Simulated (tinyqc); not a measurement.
The basis set: RHF and MP2 along a ladder of basis sets, for HF, spin multiplicity 1. Computed by the program tinyqc with PySCF. Same geometry throughout; the dipole is taken about the origin.

Geometry (angstrom):
```
atom,x,y,z
F,0.0000,0.0000,0.0000
H,0.0000,0.0000,0.7840
```

RHF and frozen-core MP2 in a ladder of bases:
```
basis,functions,E(RHF) (hartree),E(MP2 corr) (hartree),HOMO (eV),LUMO (eV),dipole (debye)
sto-3g,6,-98.51832,-0.01218,-12.839,21.183,1.423
3-21g,11,-99.42371,-0.11513,-16.631,8.478,2.005
6-31g,11,-99.95402,-0.12032,-17.522,6.611,2.106
6-31g**,19,-99.98639,-0.17513,-17.458,6.898,1.742
aug-cc-pvdz,32,-100.01023,-0.21450,-18.104,1.057,1.683
cc-pvtz,44,-100.03592,-0.26526,-17.909,4.370,1.693
```

Estimate the missing row, basis = cc-pvdz.

Computed row:
```
basis    functions  E(RHF) (hartree)  E(MP2 corr) (hartree)  HOMO (eV)  LUMO (eV)  dipole (debye)
cc-pvdz         19         -99.99584               -0.19571    -17.517      5.654           1.686
```

From cc-pVDZ to cc-pVTZ the RHF energy falls by 40.1 mhartree and the correlation energy by 69.6. If valence correlation converges as X^-3, (27 E(T) - 8 E(D))/19 gives -0.2945 hartree, a rough estimate from such small X that usually falls short; STO-3G holds about 4 % of it. Beyond STO-3G the LUMO moves by 7.4 eV and the HOMO by 1.5 eV; diffuse functions lower the positive LUMO sharply, since an unbound virtual level tracks the most diffuse function.
